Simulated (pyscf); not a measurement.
`[F][Si][F]` [singlet] + `[H][H]` → `[FH]` + `[F][SiH]` [singlet] (four-centre exchange; singlet surface; F–Si, H–H broken, F–H, H–Si formed). Optimised with ωB97X-D3(BJ)/def2-SVP in PySCF. Energies in kJ/mol from the separated reactants.

| level | barrier | reaction energy |
|---|---|---|
| ωB97X-D3(BJ)/def2-TZVP | ___ | +197.4 |
| r²SCAN/def2-TZVP | 182.6 | +207.2 |
| B3LYP-D3(BJ)/def2-TZVP | 195.9 | +200.3 |
| PBE0-D3(BJ)/def2-TZVP | 178.3 | +190.9 |
| M06-2X/def2-TZVP | ___ | ___ |
| HF/def2-TZVP | 252.9 | +182.2 |

Problem. What belongs in the gaps?

Solution. 
- ωB97X-D3(BJ)/def2-TZVP, barrier: 195.3
- M06-2X/def2-TZVP, barrier: 204.7
- M06-2X/def2-TZVP, reaction energy: +204.2

On the product side the descent ends in a complex, 27.6 kJ/mol under the separated species and 25.5 kJ/mol under the saddle at ωB97X-D3(BJ)/def2-TZVP. At ωB97X-D3(BJ)/def2-TZVP, r²SCAN, B3LYP-D3(BJ), PBE0-D3(BJ) the saddle lies under the separated products, which points to a path from their complex (located at ωB97X-D3(BJ) alone), and parting the products costs more than the saddle. One saddle was located; it need not be the lowest between these sides.
